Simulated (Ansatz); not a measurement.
## One arrangement of a pair

The pair of H₃O⁺ (SMILES [OH3+], atoms 1–4) and HF (SMILES F, atoms 5–6), both closed shells, in one local arrangement (a lower one may exist), relaxed at PBE0-D4/def2-TZVP:

O1  (-0.057, 0.123, -0.966)
H2  (0.807, 0.339, -1.358)
H3  (-0.032, 0.039, 0.054)
H4  (-0.469, -0.640, -1.407)
F5  (0.069, -0.165, 1.485)
H6  (-0.318, 0.303, 2.193)
(Å)

Program: Ansatz 0.2.0. Basis: def2-TZVPPD, with def2-QZVPPD for the basis limit. Cores are frozen in the correlated methods. B3LYP uses VWN-RPA correlation. Extrapolation: Hartree–Fock as exp(−7.88 √X), correlation as X^−2.97. Interaction energies count from these two fragments, frozen as in the pair, with the counterpoise correction; negative means bound.

What is the interaction energy by CCSD(T) at an estimated basis limit (MP2 extrapolated from triple and quadruple zeta, plus CCSD(T) − MP2 in triple zeta)? (An estimate is asked for; the value comes from the calculation.)

By the calculation: -19.61 kcal/mol. Hartree–Fock alone gives -17.95 kcal/mol at the basis limit. It counts from the two fragments frozen as in the pair.

The same quantity by other methods in triple zeta, and each one's difference from that estimate:
```tsv
method	E_int (kcal/mol)	difference
PBE-D4	-20.65	-1.04
revPBE-D4	-19.04	0.57
BLYP-D4	-19.73	-0.12
r2SCAN-D4	-20.79	-1.18
B97M-V	-20.11	-0.50
PBE0-D4	-20.73	-1.13
B3LYP-D4	-20.31	-0.70
HSE06-D4	-20.72	-1.11
wB97X-V	-19.87	-0.26
wB97M-V	-19.91	-0.30
B2PLYP	-19.67	-0.06
HF	-17.84	1.76
MP2	-18.91	0.70
CCSD	-18.59	1.02
CCSD(T)	-18.85	0.75
```
Differences are method less estimate.

Which atoms make the shortest contact between the fragments?

H3 and F5, 1.45 Å apart.

Energy to bend the free fragments (PBE0-D4 minima) into their shapes in the pair, CCSD(T)/def2-TZVPPD: H₃O⁺ 1.13 kcal/mol; HF 0.13 kcal/mol. This must be added to the interaction energy to get the binding energy from relaxed fragments.

Basis-set superposition shift (counterpoise-corrected less uncorrected): CCSD(T) 0.85; MP2 0.82; HF 0.06; PBE0-D4 0.06; wB97M-V 0.06 kcal/mol.

T1 diagnostic: at most 0.011.

For scale, one of the runs: CCSD(T)/def2-TZVPPD, 148 basis functions, launched by `ansatz run in.yaml --threads 2 --pin off --events-out ev --progress --plain --max-ram 5222MiB`. Time: 8.5 s of wall clock on 2 CPU threads of an Arm Neoverse V2; the host was shared. Peak host memory: 0.96 GiB.
